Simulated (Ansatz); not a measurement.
**C₃H₈O (singlet): HSE06, B2PLYP, RPA-PBE over a series of basis sets**

The task here is to estimate one member of a computed series from the others.

Computed with Ansatz 0.2.0, Gaussian basis. Level: all electrons in the functionals, frozen cores in the correlation of double hybrids and RPA.

Plan: HSE06, B2PLYP, RPA-PBE, at STO-3G; 6-31G; 6-31G*; cc-pVDZ; cc-pVTZ; cc-pVQZ (not every functional at every point).

21 further runs of the same task are left out: 3 that didn't finish, 18 set aside as unsound or not needed.

## What is computed

The geometry is an MP2(full)/6-31G* stationary point (not a proven minimum).

12 atoms, charge 0, spin multiplicity 1.

Atoms are counted from 1 here; the program's logs count them from 0.

Bond lengths: O1–C2 1.419 Å, O1–C3 1.415 Å, C2–C4 1.512 Å, C2–H5 1.102 Å, C2–H6 1.102 Å, C3–H7 1.090 Å, C3–H8 1.099 Å, C3–H9 1.099 Å, C4–H10 1.092 Å, C4–H11 1.092 Å, C4–H12 1.093 Å. Angles: C2–O1–C3 111.5°, O1–C2–C4 107.8°, O1–C2–H5 110.1°, O1–C2–H6 110.1°, C4–C2–H5 110.8°, C4–C2–H6 110.8°, H5–C2–H6 107.2°, O1–C3–H7 106.9°, O1–C3–H8 111.5°, O1–C3–H9 111.5°, H7–C3–H8 109.2°, H7–C3–H9 109.2°, H8–C3–H9 108.5°, C2–C4–H10 110.1°, C2–C4–H11 110.1°, C2–C4–H12 110.6°, H10–C4–H11 108.5°, H10–C4–H12 108.8° and more.

As a file:

```xyz
12
C3H8O
O     0.0173   -0.6821    0.0000
C     0.0108    0.7364    0.0000
C     1.3353   -1.1954    0.0000
C    -1.4313    1.1909    0.0000
H     0.5418    1.1171    0.8869
H     0.5418    1.1171   -0.8869
H     1.2525   -2.2827    0.0000
H     1.8922   -0.8753   -0.8917
H     1.8922   -0.8753    0.8917
H    -1.9440    0.8112   -0.8859
H    -1.9440    0.8112    0.8859
H    -1.4912    2.2827    0.0000
```

No dispersion term is added. HSE06 is the plane-wave form.

The first run:

Contents of in.yaml:

```yaml
crystal:
  periodic: [false, false, false]
  atoms:
    - {symbol: O, position_ang: [0.017254, -0.682139, 0.000000]}
    - {symbol: C, position_ang: [0.010825, 0.736447, 0.000000]}
    - {symbol: C, position_ang: [1.335343, -1.195427, 0.000000]}
    - {symbol: C, position_ang: [-1.431344, 1.190927, 0.000000]}
    - {symbol: H, position_ang: [0.541787, 1.117086, 0.886881]}
    - {symbol: H, position_ang: [0.541787, 1.117086, -0.886881]}
    - {symbol: H, position_ang: [1.252473, -2.282723, 0.000000]}
    - {symbol: H, position_ang: [1.892154, -0.875323, -0.891710]}
    - {symbol: H, position_ang: [1.892154, -0.875323, 0.891710]}
    - {symbol: H, position_ang: [-1.944038, 0.811207, -0.885855]}
    - {symbol: H, position_ang: [-1.944038, 0.811207, 0.885855]}
    - {symbol: H, position_ang: [-1.491200, 2.282685, 0.000000]}
basis:
  gaussian: {orbitals: cc-pVTZ}
hamiltonian: {xc: {name: HSE06}}
```

Launch:

```bash
$ ansatz run in.yaml --threads 2 --pin off --events-out ev --progress --plain --max-ram 34560MiB --backend cuda --devices 0, --max-vram 37GiB
```

Among the steps run: HSE06, cc-pVTZ; HSE06, cc-pVQZ; B2PLYP, STO-3G; B2PLYP, 6-31G; B2PLYP, 6-31G*; B2PLYP, cc-pVDZ; B2PLYP, cc-pVTZ; B2PLYP, cc-pVQZ; RPA-PBE, STO-3G; RPA-PBE, 6-31G; RPA-PBE, 6-31G*; RPA-PBE, cc-pVDZ; RPA-PBE, cc-pVTZ; RPA-PBE, cc-pVQZ.

One table of the session follows, with a row left open; its other results are not shown here.

It belongs to the step «Against the wave-function levels». Atomisation energies, with free atoms from separate runs at the same level and basis (kJ/mol); wave-function rows come from earlier runs:

```
   level   6-31G  cc-pVDZ  cc-pVTZ  cc-pVQZ
   HSE06                    4587.8   4592.6
  B2PLYP  4270.5   4429.2   4542.8   4565.0
 RPA-PBE       ?        ?        ?        ?
     RHF  3197.1   3340.4   3396.8   3401.8
RCCSD(T)  3928.8   4264.4   4481.1   4539.7
```

Q: Estimate the row for RPA-PBE from the others.

As computed: 6-31G: 3757.4; cc-pVDZ: 4122.6; cc-pVTZ: 4309.4; cc-pVQZ: 4356.4.

Limits of these values: Core correlation, relativity and spin-orbit terms are not in the calculated values.
